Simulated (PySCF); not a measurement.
# GHF/6-311++G(d,p) (X2C-SO, Cartesian functions) run of [CH5N2]+ (SMILES NC=[NH2+])

What is the vertical electron affinity of [CH5N2]+ at GHF/6-311++G** (X2C-SO, Cartesian functions)? 

The results are computed with PySCF 2.14.0.

4 further runs of the same task are left out: 1 that didn't finish, 3 set aside as unsound or not needed.

## (1) The system as given

[CH5N2]+: 8 atoms, total charge +1, spin state singlet. SMILES: `NC=[NH2+]`. The shape is that of a GFN2-xTB optimisation. This is one conformer, not always the lowest.

Bond lengths: N1–C2 1.303 Å, C2–N3 1.303 Å, N1–H4 1.014 Å, N1–H5 1.011 Å, C2–H6 1.087 Å, N3–H7 1.011 Å, N3–H8 1.014 Å. Angles: N1–C2–N3 124.5°, N1–C2–H6 117.7°, N3–C2–H6 117.7°, C2–N1–H4 121.8°, C2–N1–H5 121.3°, C2–N3–H7 121.4°, C2–N3–H8 121.8°, H4–N1–H5 116.9°, H7–N3–H8 116.9°.

## (2) A single-point energy at GHF/6-311++G(d,p) (X2C-SO, Cartesian functions)

geometry.xyz reads:

```xyz
8
CH5N2
N     -0.525660     0.787580    -0.677830
C     -0.032990     0.216180     0.383920
N      0.550180    -0.948450     0.392130
H     -0.483640     0.346750    -1.589780
H     -0.969190     1.694640    -0.628910
H     -0.113990     0.747980     1.328360
H      0.916400    -1.347590     1.245600
H      0.658880    -1.497080    -0.453490
```

input.py reads:

```python
from pyscf import gto, scf

mol = gto.M(
    atom='geometry.xyz',
    verbose=4,
    max_memory=1860,
    charge=1,
    basis='6-311++g**',
    cart=True,
)

mf = scf.GHF(mol).x2c1e()
mf.kernel()

e_final = mf.e_tot
print('E = %.10f Eh' % e_final)
mf.analyze()
```

Run with:

```bash
$ OMP_NUM_THREADS=1 python input.py
```

The log of the run:

```text
PySCF version 2.14.0

[... 71 lines left out ...]
converged SCF energy = -149.582898740387  <S^2> = 7.4365268e-06  2S+1 = 1.0000149
[... 14 lines left out ...]
MO #13  energy= -1.01556444363842  occ= 1
[... 12 lines left out ...]
MO #26  energy= -0.105015639268893 occ= 0
[... 12 lines left out ...]
MO #39  energy= -0.015697965392486 occ= 0
[... 12 lines left out ...]
MO #52  energy= 0.0766583964071499 occ= 0
[... 12 lines left out ...]
MO #65  energy= 0.18417755448936   occ= 0
[... 12 lines left out ...]
MO #78  energy= 0.489475721745695  occ= 0
[... 12 lines left out ...]
MO #91  energy= 0.734159813584149  occ= 0
[... 12 lines left out ...]
MO #104 energy= 0.981609118595665  occ= 0
[... 12 lines left out ...]
MO #117 energy= 1.54142086363653   occ= 0
[... 12 lines left out ...]
MO #130 energy= 1.7522918929202    occ= 0
[... 12 lines left out ...]
MO #143 energy= 2.29018801445164   occ= 0
[... 12 lines left out ...]
MO #156 energy= 2.6109175180694    occ= 0
[... 12 lines left out ...]
MO #169 energy= 2.99741640451339   occ= 0
[... 12 lines left out ...]
MO #182 energy= 3.74422488597468   occ= 0
MO #183 energy= 3.76406377626764   occ= 0
MO #184 energy= 3.76406394433573   occ= 0
MO #185 energy= 3.83420376072776   occ= 0
MO #186 energy= 3.83420391889697   occ= 0
MO #187 energy= 4.07692527350791   occ= 0
MO #188 energy= 4.07692565095174   occ= 0
MO #189 energy= 4.09256989998833   occ= 0
MO #190 energy= 4.09257027715945   occ= 0
MO #191 energy= 4.92050925777651   occ= 0
MO #192 energy= 4.92050929113025   occ= 0
MO #193 energy= 4.93962397660392   occ= 0
MO #194 energy= 4.93962401803457   occ= 0
MO #195 energy= 4.98483949309069   occ= 0
MO #196 energy= 4.98483952032394   occ= 0
MO #197 energy= 4.99900296739266   occ= 0
MO #198 energy= 4.99900299868059   occ= 0
MO #199 energy= 5.19699581379993   occ= 0
MO #200 energy= 5.19699583905544   occ= 0
MO #201 energy= 5.56269022947028   occ= 0
MO #202 energy= 5.56269028062596   occ= 0
MO #203 energy= 27.2242875481618   occ= 0
MO #204 energy= 27.2242877833859   occ= 0
MO #205 energy= 40.2870461836524   occ= 0
MO #206 energy= 40.2870461950895   occ= 0
MO #207 energy= 40.3553905898006   occ= 0
MO #208 energy= 40.3553905998256   occ= 0
Dipole moment(X, Y, Z, Debye): -0.00594,  0.03889,  0.06926
 ** Mulliken pop alpha/beta on meta-lowdin orthogonal AOs **
 ** Mulliken pop       alpha | beta **
pop of  0  N 1s        0.99999 | 0.99999
pop of  0  N 2s        0.60452 | 0.60452
pop of  0  N 3s        0.00195 | 0.00195
[... 101 lines of this table left out ...]
In total            12.00000 | 12.00000
 ** Mulliken atomic charges   ( Nelec_alpha | Nelec_beta ) **
charge of  0N =     -0.35190  (     3.67595      3.67595 )
charge of  1C =      0.34173  (     2.82913      2.82913 )
charge of  2N =     -0.35190  (     3.67595      3.67595 )
[... 4 lines of this table left out ...]
charge of  7H =      0.28705  (     0.35648      0.35648 )
```

Run time: 7.2 s. Hardware: 1 thread of Intel Xeon 6975P-C (Granite Rapids), shared host; peak memory 0.27 GiB.

## (3) Doublet neutral CH5N2 at the same level

geometry.xyz: that of step 2 with these lines changed.

```diff
@@ -1,3 +1,3 @@
 8
-CH5N2
+
 N     -0.525660     0.787580    -0.677830
```

job.py reads:

```python
from pyscf import gto, scf

system = gto.Mole()
system.atom = 'geometry.xyz'
system.max_memory = 1860
system.spin = 1
system.basis = '6-311++g**'
system.verbose = 4
system.cart = True
system.charge = 0
system.build()

mf = scf.GHF(system).x2c1e()
mf.kernel()

e_tot = mf.e_tot
print('Final energy', e_tot)
mf.analyze()
```

Run with:

```bash
$ OMP_NUM_THREADS=1 python job.py
```

The log of the run:

```text
PySCF version 2.14.0

[... 80 lines left out ...]
Final energy -149.68866951804705
[... 13 lines left out ...]
MO #13  energy= -0.849848781619706 occ= 1
[... 12 lines left out ...]
MO #26  energy= 0.0138000041793024 occ= 0
[... 12 lines left out ...]
MO #39  energy= 0.105774538254001  occ= 0
[... 12 lines left out ...]
MO #52  energy= 0.21340910044475   occ= 0
[... 12 lines left out ...]
MO #65  energy= 0.324497749593483  occ= 0
[... 12 lines left out ...]
MO #78  energy= 0.646928186647292  occ= 0
[... 12 lines left out ...]
MO #91  energy= 0.890479227272337  occ= 0
[... 12 lines left out ...]
MO #104 energy= 1.1495158564738    occ= 0
[... 12 lines left out ...]
MO #117 energy= 1.70802481308468   occ= 0
[... 12 lines left out ...]
MO #130 energy= 1.91747726164386   occ= 0
[... 12 lines left out ...]
MO #143 energy= 2.45568971595681   occ= 0
[... 12 lines left out ...]
MO #156 energy= 2.7801966098339    occ= 0
[... 12 lines left out ...]
MO #169 energy= 3.16333976648734   occ= 0
[... 12 lines left out ...]
MO #182 energy= 3.91343511332029   occ= 0
MO #183 energy= 3.92929729895237   occ= 0
MO #184 energy= 3.92971589807211   occ= 0
MO #185 energy= 3.99800322254853   occ= 0
MO #186 energy= 3.99884482019358   occ= 0
MO #187 energy= 4.24414831180527   occ= 0
MO #188 energy= 4.24496228130776   occ= 0
MO #189 energy= 4.2599701310396    occ= 0
MO #190 energy= 4.260882182304     occ= 0
MO #191 energy= 5.08814869727129   occ= 0
MO #192 energy= 5.09142875319578   occ= 0
MO #193 energy= 5.10725037343468   occ= 0
MO #194 energy= 5.11032576781924   occ= 0
MO #195 energy= 5.15296781059558   occ= 0
MO #196 energy= 5.15359639832987   occ= 0
MO #197 energy= 5.16726351779584   occ= 0
MO #198 energy= 5.16786306223186   occ= 0
MO #199 energy= 5.36396235242905   occ= 0
MO #200 energy= 5.36432002438963   occ= 0
MO #201 energy= 5.73003439056376   occ= 0
MO #202 energy= 5.7304501161545    occ= 0
MO #203 energy= 27.3904102310858   occ= 0
MO #204 energy= 27.3906986680382   occ= 0
MO #205 energy= 40.4560750015476   occ= 0
MO #206 energy= 40.4578759856256   occ= 0
MO #207 energy= 40.5244096865487   occ= 0
MO #208 energy= 40.5262060645016   occ= 0
Dipole moment(X, Y, Z, Debye): -0.19404,  1.27244,  2.25899
 ** Mulliken pop alpha/beta on meta-lowdin orthogonal AOs **
 ** Mulliken pop       alpha | beta **
pop of  0  N 1s        0.99999 | 0.99999
pop of  0  N 2s        0.61806 | 0.61807
pop of  0  N 3s        0.00206 | 0.00206
[... 101 lines of this table left out ...]
In total            12.50000 | 12.50000
 ** Mulliken atomic charges   ( Nelec_alpha | Nelec_beta ) **
charge of  0N =     -0.41605  (     3.70802      3.70803 )
charge of  1C =      0.28476  (     2.85762      2.85762 )
charge of  2N =     -0.41600  (     3.70801      3.70799 )
[... 4 lines of this table left out ...]
charge of  7H =      0.09697  (     0.45152      0.45151 )
```

Run time: 8.7 s. Hardware: 1 thread of Intel Xeon 6975P-C (Granite Rapids), shared host; peak memory 0.27 GiB.

## (4) What came out

At GHF/6-311++G** (X2C-SO, Cartesian functions):

| quantity | value |
| --- | --- |
| singlet [CH5N2]+: total energy | -149.58290 Eh |
| singlet [CH5N2]+: HOMO energy | -17.62 eV |
| singlet [CH5N2]+: LUMO energy | -2.86 eV |
| singlet [CH5N2]+: HOMO–LUMO gap | 14.76 eV |
| doublet neutral CH5N2: total energy | -149.68867 Eh |
| doublet neutral CH5N2: dipole moment | 2.60 D |
| doublet neutral CH5N2: HOMO energy | -2.91 eV |
| doublet neutral CH5N2: LUMO energy | 0.38 eV |
| doublet neutral CH5N2: ⟨S²⟩ | 0.751 |
| vertical electron affinity (to the doublet neutral) | 2.878 eV |

What this shows: At fixed nuclei the extra electron is bound by 2.88 eV (278 kJ/mol). Mulliken charges (singlet [CH5N2]+) run from -0.43 on N1 to +0.35 on H5; in a basis this large or diffuse they mean little.
